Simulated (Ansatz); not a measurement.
Compare A (`CNC(=N)O`) with its isomer B (`CNC(N)=O`).

Isolated molecules relaxed with PBE0-D4/def2-TZVP in Ansatz; ΔE leaves out vibrations. CCSD(T)/CBS adds triple-zeta CCSD(T) − MP2 to the extrapolated MP2 energy (def2 sets, frozen cores). Functionals use def2-TZVPP. B3LYP here is the variant with VWN-RPA as its local correlation; programs differ in this. Each species was taken in one conformer, which may not be the lowest.

Q: Which isomer does CCSD(T)/CBS put lower? Give the gap. (Best estimate.)

A: Ansatz gave: B, by 68.1 kJ/mol.

Q: Give E(B) − E(A) in kJ/mol with r2SCAN-D4, B3LYP, MP2/def2-TZVPP, PBE-D4, HF/def2-TZVPP, B2PLYP, CCSD(T)/def2-TZVPP. (Estimate.)

A: Ansatz gave: r2SCAN-D4 -73.5, B3LYP -73.6, MP2/def2-TZVPP -70.3, PBE-D4 -72.3, HF/def2-TZVPP -79.0, B2PLYP -73.1, CCSD(T)/def2-TZVPP -68.6. None reverses the order clearly.

Largest T1 diagnostic: 0.013.

In def2-TZVPP, CCSD(T) changes the Hartree–Fock value by +10.4 kJ/mol (the triples alone add +1.1 kJ/mol) and MP2 by +8.7 kJ/mol.
